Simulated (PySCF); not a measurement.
Molecule (SMILES): S (H2S).
Geometry (B3LYP-D3(BJ)/def2-TZVP, fixed):
```
S
H 1 1.3426
H 1 1.3426 2 92.55
```
Charge 0, spin multiplicity 1.

How fast the mean static polarisability converges with the basis for several methods (PySCF): deviation from each method's own reference, in %. References: HF 23.99 bohr³, the value in aug-pcseg-3; PBE 25.95 bohr³, the value in aug-pcseg-3; PBE0 24.98 bohr³, the value in aug-pcseg-3. All functions are spherical. Density fitting with generated auxiliary sets. No added dispersion term, no relativity. 

```json
[
 {"basis": "pcseg-1", "functions": "28", "HF": "-36.9", "PBE": "-40.7", "PBE0": "-39.0"},
 {"basis": "6-31G**", "functions": "28", "HF": "-38.2", "PBE": "-42.8", "PBE0": "-40.8"},
 {"basis": "def2-SVPD", "functions": "43", "HF": "-2.2", "PBE": "-2.6", "PBE0": "-2.2"},
 {"basis": "def2-TZVP", "functions": "49", "HF": "-25.5", "PBE": "-29.1", "PBE0": "-27.3"},
 {"basis": "aug-cc-pV(D+d)Z", "functions": "50", "HF": "-5.0", "PBE": "-6.5", "PBE0": "-5.5"},
 {"basis": "def2-TZVPD", "functions": "64", "HF": "-0.4", "PBE": "-1.2", "PBE0": "-0.8"},
 {"basis": "6-311++G(3df,3pd)", "functions": "83", "HF": "-5.3", "PBE": "-7.0", "PBE0": "-6.0"},
 {"basis": "def2-TZVPPD", "functions": "85", "HF": "-0.3", "PBE": "-1.1", "PBE0": "-0.7"},
 {"basis": "aug-pcseg-2", "functions": "96", "HF": "-0.6", "PBE": "-1.1", "PBE0": "-0.9"},
 {"basis": "cc-pV(Q+d)Z", "functions": "124", "HF": "-12.9", "PBE": "-16.1", "PBE0": "-14.2"},
 {"basis": "aug-cc-pV(Q+d)Z", "functions": "181", "HF": "-0.1", "PBE": "-0.3", "PBE0": "-0.2"},
 {"basis": "pcseg-4", "functions": "227", "HF": "-3.7", "PBE": "-5.1", "PBE0": "-4.3"}
]
```

Mean absolute deviation over def2-TZVP, def2-TZVPD, 6-311++G(3df,3pd), def2-TZVPPD, aug-pcseg-2: HF 6.4, PBE0 7.1, PBE 7.9 %.
